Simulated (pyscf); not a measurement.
H₃Si–SH (SMILES [SiH3]S) + H₃Si–SH (SMILES [SiH3]S) → H₃Si–S–SiH₃ (SMILES [SiH3]S[SiH3]) + H₂S (SMILES S) (four-centre exchange; singlet surface; S–Si, H–S broken, S–Si, H–S formed). Optimised with ωB97X-D3(BJ)/def2-SVP in PySCF. Energies in kcal/mol from the separated reactants.

| level | barrier | reaction energy |
|---|---|---|
| ωB97X-D3(BJ)/def2-TZVP | 34.7 | -2.6 |
| r²SCAN/def2-TZVP | 31.6 | -1.5 |
| B3LYP-D3(BJ)/def2-TZVP | (withheld) | -1.8 |
| PBE0-D3(BJ)/def2-TZVP | 30.6 | -1.9 |
| M06-2X/def2-TZVP | 36.9 | -1.8 |
| HF/def2-TZVP | (withheld) | (withheld) |

### Question
Fill in the missing entries.

### Answer

- B3LYP-D3(BJ)/def2-TZVP, barrier: 33.5
- HF/def2-TZVP, barrier: 62.7
- HF/def2-TZVP, reaction energy: -0.4

The functionals in the table span 6.2 kcal/mol in this barrier, from PBE0-D3(BJ) to M06-2X. On the reactant side the descent ends in a complex, 4.5 kcal/mol under the separated species and 39.1 kcal/mol under the saddle at ωB97X-D3(BJ)/def2-TZVP. This is the saddle that the search found; another between the same sides may lie lower.
